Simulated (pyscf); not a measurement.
H₃C–CH₂–SiH₃ + HCl → H₃C–CH₃ + H₃Si–Cl (four-centre exchange; singlet surface; C–Si, Cl–H broken, C–H, Cl–Si formed). PySCF, gas phase, ωB97X-D3(BJ)/def2-SVP geometries. Energies in kcal/mol from the separated reactants.

| level | barrier | reaction energy |
|---|---|---|
| ωB97X-D3(BJ)/def2-TZVP | 37.0 | -25.5 |
| B3LYP-D3(BJ)/def2-TZVP | [?] | -25.3 |
| PBE0-D3(BJ)/def2-TZVP | 33.9 | -24.5 |
| M06-2X/def2-TZVP | [?] | [?] |
| ωB97M-D3(BJ)/def2-TZVP | 37.7 | -24.7 |
| HF/def2-TZVP | 55.4 | -28.7 |

Problem. Some entries are withheld; supply them.

Solution. 
- B3LYP-D3(BJ)/def2-TZVP, barrier: 36.9
- M06-2X/def2-TZVP, barrier: 36.4
- M06-2X/def2-TZVP, reaction energy: -26.1

The functionals in the table span 3.8 kcal/mol in this barrier, from PBE0-D3(BJ) to ωB97M-D3(BJ). H₃C–CH₂–SiH₃ lies 12.8 kcal/mol over its isomer H₃C–SiH₂–CH₃ (electronic energy, ωB97M-D3(BJ)). This is the saddle that the search found; another between the same sides may lie lower.
